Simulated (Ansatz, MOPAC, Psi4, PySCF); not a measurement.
Reaction (SMILES): O (H2O) + H+ → [OH3+] (at O, the best of the heteroatom sites tried; carbon was not tried)

Quantity: proton affinity (enthalpy at 298 K), in kcal/mol. Positive where the reaction releases energy. Set-up: non-relativistic; spin-orbit terms left out; frozen cores in correlated levels; no dispersion term unless named; 6-31G* and kin with 6d, 5d where marked; LANL2DZ all-electron up to Ne; 6-311+G** with 5d. CBS(X,Y): correlation extrapolated as X^-3; Hartree-Fock from the larger set (for Q and 5 zeta extrapolated as (X+1)exp(-9√X)). First-principles rows: single points at B3LYP-D3(BJ) geometries (Ansatz, an electronic-structure program), with unscaled harmonic terms from B3LYP/6-31G* at its own minima. Semi-empirical rows: MOPAC heats of formation at their own minima for 298 K, the proton's as measured.

Measured values: Active Thermochemical Tables 1.112 (ions: stationary electron), as tabulated in the package chemicals; they hold spin-orbit and core effects, anharmonicity. 

Value to compare with, the measured value: 164.8 kcal/mol.

| level | program | proton affinity (enthalpy at 298 K) (kcal/mol) | error |
|---|---|---|---|
| MNDO | MOPAC | 170.6 | 5.8 |
| HF/3-21G | Ansatz | 181.6 | 16.8 |
| PBE/3-21G | Ansatz | 185.2 | 20.4 |
| BP86/def2-SVP | PySCF | 172.4 | 7.6 |
| B3LYP/LANL2DZ | Ansatz | 171.9 | 7.1 |
| B3LYP/6-31G** | Ansatz | 172.6 | 7.8 |
| wB97X-D/6-311+G** | Psi4 | 167.0 | 2.2 |
| MP2/STO-3G | Ansatz | 230.9 | 66.1 |
| MP2/6-31G* | Ansatz | 167.6 | 2.8 |
| B3LYP-D3(BJ)/def2-TZVPD | Ansatz + dftd3 | 163.8 | -1.0 |
| CCSD(T)/CBS(cc-pVQZ,cc-pV5Z) | Ansatz | 164.3 | -0.5 |

Among the 9 habitual levels, MP2/STO-3G lies farthest from the measured value (66.1 kcal/mol); 9 of 9 lie above it, and their mean absolute error is 15.2 kcal/mol, the median 7.6. One case shows no general order.

The levels are drawn from those run, B3LYP/6-31G* more often than the rest, none by its result; runs whose electronic state is in doubt are left out.
